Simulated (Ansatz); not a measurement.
Input for Ansatz (development build ahead of 0.2.0):

```yaml
crystal:
  periodic: [false, false, false]
  atoms:
    - { symbol: C, position_ang: [0.0, 0.0, 0.0] }
    - { symbol: H, position_ang: [0.93, 0.0, -0.56] }
    - { symbol: H, position_ang: [-0.93, 0.0, -0.56] }
    - { symbol: O, position_ang: [0.0, 0.0, 1.3] }
basis:
  gaussian: { orbitals: def2-SVP }
total_charge: -1
magnetization:
  spin_polarized: true
  initial_magnetization: 1
hamiltonian:
  xc: pbe0
scf:
  omitted_lower_state_checks: [starts, atomic_configurations, cluster_reference, orbital_swaps, given_window_search, neighbouring_geometries, increment]
output:
  forces: true
```

The input is written out in the form of the current development build from the run's settings.

Output:

- Converged: yes
- Total energy: -114.22345 hartree
- Spin squared of the determinant: 0.754
- Stability test: minimum

Forces (eV/Å):
```json
{"atom": "C1", "Fx": "0.000", "Fy": "0.000", "Fz": "1.888"}
{"atom": "H2", "Fx": "0.897", "Fy": "0.000", "Fz": "-0.910"}
{"atom": "H3", "Fx": "-0.897", "Fy": "0.000", "Fz": "-0.910"}
{"atom": "O4", "Fx": "0.000", "Fy": "0.000", "Fz": "-0.068"}
```

Caution: no diffuse functions for an anion.
